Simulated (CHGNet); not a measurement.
**Rutile SnO2**

These are the machine-learned potential CHGNet-r²SCAN (trained on r²SCAN data) values and carry that method's errors.

Cell: relaxed at this level.

| Property | Result |
|---|---|
| lattice parameter a | 4.777 Å |
| c axis length | 3.196 Å |

Measured, for comparison: lattice constant a 4.737 Å, lattice parameter c 3.186 Å (room temperature, not corrected to a static lattice; as tabulated in Hiroi (2015), arXiv:1503.02262). Computed (rounded) less measured: lattice constant a +0.8 %, lattice parameter c +0.3 %.

A machine-learned potential is trained on density-functional data: it inherits that level's misses and adds fitting errors of its own.

Note: the model's thermal expansion at 300 K is negative.
